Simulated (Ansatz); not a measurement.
Total energies of FO, SMILES `[O]F` radical.

Z-matrix (Å, degrees):
```
O
F 1 1.330
```

Total charge 0; spin multiplicity 2. All single points use the PBE0-D4/def2-TZVP geometry. Basis def2-TZVPP, Ansatz 0.2.0.

RPA on PBE orbitals: Hartree–Fock energy of these orbitals -174.16634 Eh, correlation -0.71062 Eh (frozen core).

```csv
functional,energy without D4 (Eh),D4 term (kJ/mol)
LDA (SPW92),-173.78223,–
PBE,-174.79329,-0.6
BLYP,-174.95206,-1.4
r2SCAN,-174.87925,-0.1
B97M-V,-174.89232,–
PBE0,-174.78146,-0.5
B3LYP,-174.95464,-1.0
r2SCAN0,-174.84890,-0.2
HSE06 (plane-wave form),-174.77453,-0.4
BHLYP,-174.87820,-0.6
CAM-B3LYP,-174.90914,-0.5
LC-ωPBE,-174.85544,–
ωB97X-V,-174.89302,–
ωB97M-V,-174.91006,–
```

Question: Give the same for revPBE, r2SCANh, B2PLYP, PBE-QIDH. (An estimate is asked.)

Answer: Computed: 
```json
{"functional": "revPBE", "energy without D4 (Eh)": "-174.90869", "D4 term (kJ/mol)": "-2.7"}
{"functional": "r2SCANh", "energy without D4 (Eh)": "-174.86676", "D4 term (kJ/mol)": "-0.1"}
{"functional": "B2PLYP", "energy without D4 (Eh)": "-174.85323", "D4 term (kJ/mol)": "–"}
{"functional": "PBE-QIDH", "energy without D4 (Eh)": "-174.74928", "D4 term (kJ/mol)": "–"}
```

B3LYP takes the VWN-RPA correlation (the form of Gaussian; ORCA's B3LYP/G). HSE06 is the plane-wave form, built on full-range PBE exchange. The double hybrids freeze the cores in their second-order part.

LC-ωPBE has ω = 0.4 bohr⁻¹.
